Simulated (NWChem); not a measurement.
System: CH3, doublet; SMILES [CH3]

NWChem input:

```
start job
memory heap 200 mb stack 900 mb global 1100 mb
geometry units angstroms noautoz
  C      0.000000     0.000000     0.000000
  H     -0.770946    -0.770946     0.000000
  H     -0.282186     1.053132     0.000000
  H      1.053132    -0.282186     0.000000
end
basis spherical
  C library def2-svp
  H library def2-svp
end
dft
  odft
  mult 2
  xc m06-l
  iterations 150
  mulliken
end
task dft energy
```

Parts of the log:

```
             Northwest Computational Chemistry Package (NWChem) 7.3.0
             --------------------------------------------------------

 D3H symmetry detected

                             Geometry "geometry" -> ""
                             -------------------------

 Output coordinates in angstroms (scale by  1.889725989 to convert to a.u.)

  No.       Tag          Charge          X              Y              Z
 ---- ---------------- ---------- -------------- -------------- --------------
    1 C                    6.0000     0.00000000     0.00000000     0.00000000
    2 H                    1.0000     0.77094610     0.77094610     0.00000000
    3 H                    1.0000     0.28218586    -1.05313196     0.00000000
    4 H                    1.0000    -1.05313196     0.28218586     0.00000000

 Effective nuclear repulsion energy (a.u.)       9.5771077529

      Symmetry information
      --------------------

 Group name             D3h
 Group number             27
 Group order              12
 No. of unique centers     2

                                 NWChem DFT Module
                                 -----------------

 Summary of "ao basis" -> "ao basis" (spherical)
 ------------------------------------------------------------------------------
       Tag                 Description            Shells   Functions and Types
 ---------------- ------------------------------  ------  ---------------------
 C                          def2-svp                 6       14   3s2p1d
 H                          def2-svp                 3        5   2s1p

      Symmetry analysis of basis
      --------------------------

        a1'         7
        a1"         0
        a2'         1
        a2"         3
        e'         14
        e"          4

  Rotation of axis

            General Information
            -------------------
          SCF calculation type: DFT
          Wavefunction type:  spin polarized.
          No. of atoms     :     4
          No. of electrons :     9
           Alpha electrons :     5
            Beta electrons :     4
          Charge           :     0
          Spin multiplicity:     2
          Use of symmetry is: on ; symmetry adaption is: on
          Maximum number of iterations: 150
          AO basis - number of functions:    29
                     number of shells:    15
          Convergence on energy requested:  1.00D-06
          Convergence on density requested:  1.00D-05
          Convergence on gradient requested:  5.00D-04

              XC Information
              --------------
                        M06-L Method XC Functional
                         M06-L Exchange Functional  1.000
                       M06-L Correlation Potential  1.000

             Grid Information
             ----------------
          Grid used for XC integration:  medium
          Radial quadrature: Mura-Knowles
          Angular quadrature: Lebedev.
          Tag              B.-S. Rad. Rad. Pts. Rad. Cut. Ang. Pts.
          ---              ---------- --------- --------- ---------
          C                   0.70       49           6.0       434
          H                   0.35       45           7.0       434
          Grid pruning is: on
          Number of quadrature shells:    94
          Spatial weights used:  Erf1

      Superposition of Atomic Density Guess
      -------------------------------------

 Sum of atomic energies:         -39.12264755

      Non-variational initial energy
      ------------------------------

 Total energy =     -39.426453
 1-e energy   =     -70.253041
 2-e energy   =      21.249480
 HOMO         =      -0.170146
 LUMO         =       0.127842

   Symmetry analysis of molecular orbitals - initial alpha
   -------------------------------------------------------

  Numbering of irreducible representations:

     1 a1'         2 a1"         3 a2'         4 a2"         5 e'
     6 e"

  Orbital symmetries:

     1 a1'         2 a1'         3 e'          4 e'          5 a2"
     6 a1'         7 e'          8 e'          9 e'         10 e'
    11 a1'        12 a2"        13 a1'        14 e'         15 e'

   Symmetry analysis of molecular orbitals - initial beta
   ------------------------------------------------------

  Numbering of irreducible representations:

     1 a1'         2 a1"         3 a2'         4 a2"         5 e'
     6 e"

  Orbital symmetries:

     1 a1'         2 a1'         3 e'          4 e'          5 a2"
     6 a1'         7 e'          8 e'          9 e'         10 e'
    11 a1'        12 a2"        13 a1'        14 e'         15 e'

     ---------------------------------------------
      Total Density - Mulliken Population Analysis
     ---------------------------------------------

    Atom       Charge   Shell Charges
 -----------   ------   -------------------------------------------------------
    1 C    6     6.35   1.99  0.96  0.37  1.86  1.17  0.01
    2 H    1     0.88   0.66  0.19  0.03
    3 H    1     0.88   0.66  0.19  0.03
    4 H    1     0.88   0.66  0.19  0.03

     --------------------------------------------
      Spin Density - Mulliken Population Analysis
     --------------------------------------------

    Atom       Charge   Shell Charges
 -----------   ------   -------------------------------------------------------
    1 C    6     0.98   0.00  0.00  0.00  0.50  0.48 -0.00
    2 H    1     0.01   0.00  0.00  0.01
    3 H    1     0.01   0.00  0.00  0.01
    4 H    1     0.01   0.00  0.00  0.01

   convergence    iter        energy       DeltaE   RMS-Dens  Diis-err
 ---------------- ----- ----------------- --------- --------- ---------
 d= 0,ls=0.0,diis     1    -39.7874906416 -4.94D+01  4.55D-03  1.43D-02
                                                     4.15D-03  1.94D-02
 d= 0,ls=0.0,diis     2    -39.7990498925 -1.16D-02  6.49D-04  2.21D-04
                                                     1.39D-03  9.85D-04
 d= 0,ls=0.0,diis     3    -39.7963928064  2.66D-03  8.49D-04  7.19D-04
                                                     8.69D-04  5.88D-04
 d= 0,ls=0.0,diis     4    -39.7968811836 -4.88D-04  3.99D-04  1.34D-05
                                                     4.99D-04  7.47D-05
 d= 0,ls=0.0,diis     5    -39.7969276474 -4.65D-05  1.01D-04  2.92D-06
                                                     5.65D-05  6.48D-07
  Resetting Diis
 d= 0,ls=0.0,diis     6    -39.7969292805 -1.63D-06  1.92D-05  9.30D-08
                                                     2.71D-05  1.18D-07
 d= 0,ls=0.0,diis     7    -39.7969294084 -1.28D-07  3.10D-06  5.92D-09
                                                     3.22D-06  3.02D-09

         Total DFT energy =      -39.796929408366
      One electron energy =      -71.418376691478
           Coulomb energy =       28.519778895254
    Exchange-Corr. energy =       -6.475439364993
 Nuclear repulsion energy =        9.577107752852

 Numeric. integr. density =        9.000000206168

                  Occupations of the irreducible representations
                  ----------------------------------------------

                     irrep           alpha         beta
                     --------     --------     --------
                     a1'               2.0          2.0
                     a1"               0.0          0.0
                     a2'               0.0          0.0
                     a2"               1.0          0.0
                     e'                2.0          2.0
                     e"                0.0          0.0

                    DFT Final Alpha Molecular Orbital Analysis
                    ------------------------------------------

 Vector    3  Occ=1.000000D+00  E=-3.827153D-01  Symmetry=e'
              MO Center= -1.0D-01, -2.4D-01, -3.1D-31, r^2= 1.2D+00
   Bfn.  Coefficient  Atom+Function         Bfn.  Coefficient  Atom+Function
  ----- ------------  ---------------      ----- ------------  ---------------
     5      0.369725  1 C  py                20     -0.354563  3 H  s
    25      0.285000  4 H  s                  4     -0.252504  1 C  px
     8      0.153918  1 C  py                21     -0.107130  3 H  s
     7     -0.105119  1 C  px                26      0.086112  4 H  s
    15      0.069563  2 H  s

 Vector    4  Occ=1.000000D+00  E=-3.827153D-01  Symmetry=e'
              MO Center=  1.0D-01,  2.4D-01,  1.3D-18, r^2= 1.2D+00
   Bfn.  Coefficient  Atom+Function         Bfn.  Coefficient  Atom+Function
  ----- ------------  ---------------      ----- ------------  ---------------
     4      0.369725  1 C  px                15      0.369252  2 H  s
     5      0.252504  1 C  py                25     -0.244869  4 H  s
     7      0.153918  1 C  px                20     -0.124383  3 H  s
    16      0.111569  2 H  s                  8      0.105119  1 C  py
    26     -0.073987  4 H  s                 21     -0.037582  3 H  s

 Vector    5  Occ=1.000000D+00  E=-2.030899D-01  Symmetry=a2"
              MO Center= -1.4D-15,  1.4D-15, -7.5D-15, r^2= 1.1D+00
   Bfn.  Coefficient  Atom+Function         Bfn.  Coefficient  Atom+Function
  ----- ------------  ---------------      ----- ------------  ---------------
     6      0.617230  1 C  pz                 9      0.502968  1 C  pz

 Vector    6  Occ=0.000000D+00  E= 8.802201D-02  Symmetry=a1'
              MO Center= -8.5D-17,  1.2D-17, -1.1D-18, r^2= 4.1D+00
   Bfn.  Coefficient  Atom+Function         Bfn.  Coefficient  Atom+Function
  ----- ------------  ---------------      ----- ------------  ---------------
     3      2.289336  1 C  s                 16     -1.114129  2 H  s
    21     -1.114129  3 H  s                 26     -1.114129  4 H  s
     2      0.367933  1 C  s                  1     -0.168703  1 C  s
    15     -0.143697  2 H  s                 20     -0.143697  3 H  s
    25     -0.143697  4 H  s

[...]
```

Level: M06-L/def2-SVP, spin-unrestricted. In the optimisation the excess spin sits in a2" (D3h, its own frame). Geometry: optimised at PBE0/def2-SVP, spin-unrestricted. No stability test was run on the SCF state.
